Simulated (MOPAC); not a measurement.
MOPAC input (PM6):

```
PM6 PRECISE GNORM=0.05 LET XYZ UHF MS=0.5 GEO-OK AUX(PRECISION=9) THREADS=1
C4H9

C     0.76790855 1    1.82364016 1   -0.04391624 1
C     0.62963155 1    0.35318691 1    0.11098407 1
C    -0.69356052 1   -0.31211522 1   -0.02058613 1
C    -0.62001186 1   -1.83764647 1   -0.04651647 1
H     1.81220535 1    2.13398295 1   -0.09839861 1
H    -1.61297326 1   -2.28227293 1   -0.13047803 1
H     0.31242600 1    2.36960137 1    0.79757930 1
H     0.25812005 1    2.18196566 1   -0.94536723 1
H    -0.15856476 1   -2.22048302 1    0.86655326 1
H    -0.02182378 1   -2.18418515 1   -0.89153036 1
H     1.45672822 1   -0.21521369 1    0.52070677 1
H    -1.19731332 1    0.05244074 1   -0.92589008 1
H    -1.35261093 1    0.00177164 1    0.80703374 1
```

What heat of formation does the run end on?

-0.46 kcal/mol.
